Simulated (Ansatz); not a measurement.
# The cluster Al2H3+: structure and electronic state

Aim: characterise the cluster Al2H3+ as a singlet: its structure, frontier levels and distribution of charge.

The runs use Ansatz 0.2.0, Gaussian basis; RKS PBE0-D4/def2-TZVP.

Levels to be run: relaxation at PBE-D4/def2-TZVP; a single point at PBE0-D4/def2-TZVP; harmonic vibrations at PBE-D4/def2-TZVP.

## Step 1: The starting structure

5 atoms, charge 1, spin multiplicity 1.

Atoms are counted from 1 here; the program's logs count them from 0.

Bond lengths: Al1–Al2 2.602 Å, Al1–H4 1.561 Å, Al2–H3 1.557 Å, Al2–H5 1.557 Å. Angles: Al2–Al1–H4 179.8°, Al1–Al2–H3 118.7°, Al1–Al2–H5 115.5°, H3–Al2–H5 125.8°.

Geometry (Å):

```xyz
5
Al2H3
Al    0.0889   -1.4442    0.5047
Al   -0.0743    1.0091   -0.3458
H    -1.3692    1.8195   -0.0458
H     0.1904   -2.9142    1.0194
H     1.1642    1.5297   -1.1325
```

The ion is computed in the gas phase, without counter-ions or solvent.

The start is a GFN2-xTB geometry.

## Step 2: Relaxation at PBE-D4/def2-TZVP

Input file in.yaml:

```yaml
crystal:
  periodic: [false, false, false]
  atoms:
    - {symbol: Al, position_ang: [0.088860, -1.444160, 0.504690]}
    - {symbol: Al, position_ang: [-0.074310, 1.009050, -0.345820]}
    - {symbol: H, position_ang: [-1.369170, 1.819520, -0.045770]}
    - {symbol: H, position_ang: [0.190440, -2.914170, 1.019410]}
    - {symbol: H, position_ang: [1.164180, 1.529750, -1.132500]}
basis:
  gaussian: {orbitals: def2-TZVP}
total_charge: 1
hamiltonian: {xc: pbe, dispersion: d4}
scf: {omitted_lower_state_checks: [starts]}
output: {orbitals: {seedname: orbitals}}
relax: {f_tol: 0.02, max_steps: 100}
```

Run with:

```console
ansatz run in.yaml --threads 2 --pin off --events-out ev --progress --plain --max-ram 4352MiB
```

Further steps of the session: Single point, PBE0-D4/def2-TZVP; Vibrations by finite differences.

Before running them: what should the planned runs give, taken together? Wanted: point group; commonest bond, hydrogen aside; HOMO, LUMO at PBE0-D4/def2-TZVP; lowest, highest wavenumber.

As calculated:

| quantity | value |
| --- | --- |
| point group | C2v |
| commonest bond, hydrogen aside | Al–Al, 1 of mean length 2.705 Å |
| HOMO, LUMO at PBE0-D4/def2-TZVP | -12.87, -8.04 eV |
| lowest, highest wavenumber | 244, 1974 cm⁻¹ |

In words: The molecule keeps its bonding pattern by the stored test; the atoms moved 0.08 Å (rms). All wavenumbers are real: a minimum at this level. The HOMO lies nearest to Al1 39 %; H4 24 % and the LUMO to Al1 57 %; Al2 27 %. Whether this spin is the lowest isn't tested here.
